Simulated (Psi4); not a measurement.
Reaction (SMILES): N#N (N2) + H+ → N#[NH+]
B3LYP-D3(BJ)/def2-TZVP geometries, fixed; electronic energies without zero-point terms; positive where energy is released.

Basis-set convergence of the proton affinity at PBE with Psi4. Cartesian d functions, on some or all atoms, in 6-31G*, 6-31+G*; all else is spherical. Density fitting with the program's default auxiliary sets. Psi4's default fitting sets serve the pcseg sets less well. No added dispersion term, no relativity. Functions are those of the species that has most. Reference: the value in aug-cc-pVQZ, 124.26 kcal/mol, itself unsure by roughly 0.25 kcal/mol (its mean distance from cc-pV5Z, def2-QZVPPD, def2-QZVPP). Deviations are taken from unrounded values.

```json
[
 {"basis": "6-31G*", "functions": "32", "proton affinity (kcal/mol)": "123.55"},
 {"basis": "6-31+G*", "functions": "40", "proton affinity (kcal/mol)": "120.71"},
 {"basis": "cc-pVDZ", "functions": "33", "proton affinity (kcal/mol)": "126.75"},
 {"basis": "aug-cc-pVDZ", "functions": "55", "proton affinity (kcal/mol)": "122.18"},
 {"basis": "def2-SVP", "functions": "33", "proton affinity (kcal/mol)": "125.98"},
 {"basis": "def2-SVPD", "functions": "48", "proton affinity (kcal/mol)": "124.12"},
 {"basis": "pcseg-1", "functions": "33", "proton affinity (kcal/mol)": "122.87"},
 {"basis": "aug-pcseg-1", "functions": "55", "proton affinity (kcal/mol)": "121.05"},
 {"basis": "6-311G**", "functions": "42", "proton affinity (kcal/mol)": "125.40"},
 {"basis": "6-311+G**", "functions": "50", "proton affinity (kcal/mol)": "123.34"},
 {"basis": "def2-TZVP", "functions": "68", "proton affinity (kcal/mol)": "124.19"},
 {"basis": "def2-TZVPD", "functions": "83", "proton affinity (kcal/mol)": "123.88"},
 {"basis": "cc-pVTZ", "functions": "74", "proton affinity (kcal/mol)": "125.35"},
 {"basis": "aug-cc-pVTZ", "functions": "115", "proton affinity (kcal/mol)": "124.06"},
 {"basis": "pcseg-2", "functions": "74", "proton affinity (kcal/mol)": "124.37"},
 {"basis": "aug-pcseg-2", "functions": "115", "proton affinity (kcal/mol)": "124.16"},
 {"basis": "def2-TZVPP", "functions": "76", "proton affinity (kcal/mol)": "124.63"},
 {"basis": "def2-TZVPPD", "functions": "91", "proton affinity (kcal/mol)": "124.29"},
 {"basis": "cc-pVQZ", "functions": "140", "proton affinity (kcal/mol)": "124.91"},
 {"basis": "aug-cc-pVQZ", "functions": "206", "proton affinity (kcal/mol)": "124.26"},
 {"basis": "def2-QZVPP", "functions": "144", "proton affinity (kcal/mol)": "124.72"},
 {"basis": "def2-QZVPPD", "functions": "159", "proton affinity (kcal/mol)": "124.25"},
 {"basis": "pcseg-3", "functions": "153", "proton affinity (kcal/mol)": "124.48"},
 {"basis": "aug-pcseg-3", "functions": "219", "proton affinity (kcal/mol)": "124.24"}
]
```

What the diffuse functions change, pair by pair:
- 6-31G* to 6-31+G*: 8 more functions, deviation -0.71 to -3.55 kcal/mol
- cc-pVDZ to aug-cc-pVDZ: 22 more functions, deviation 2.49 to -2.08 kcal/mol
- def2-SVP to def2-SVPD: 15 more functions, deviation 1.72 to -0.14 kcal/mol
- pcseg-1 to aug-pcseg-1: 22 more functions, deviation -1.39 to -3.21 kcal/mol
- 6-311G** to 6-311+G**: 8 more functions, deviation 1.14 to -0.92 kcal/mol
- def2-TZVP to def2-TZVPD: 15 more functions, deviation -0.07 to -0.38 kcal/mol
- cc-pVTZ to aug-cc-pVTZ: 41 more functions, deviation 1.09 to -0.20 kcal/mol
- pcseg-2 to aug-pcseg-2: 41 more functions, deviation 0.11 to -0.10 kcal/mol
- def2-TZVPP to def2-TZVPPD: 15 more functions, deviation 0.37 to 0.03 kcal/mol
- cc-pVQZ to aug-cc-pVQZ: 66 more functions, deviation 0.65 to 0.00 kcal/mol
- def2-QZVPP to def2-QZVPPD: 15 more functions, deviation 0.46 to -0.01 kcal/mol
- pcseg-3 to aug-pcseg-3: 66 more functions, deviation 0.22 to -0.02 kcal/mol

Leaving out the reference's own pair, they bring the value nearer the reference by more than 0.25 kcal/mol in 5 of 11 pairs.
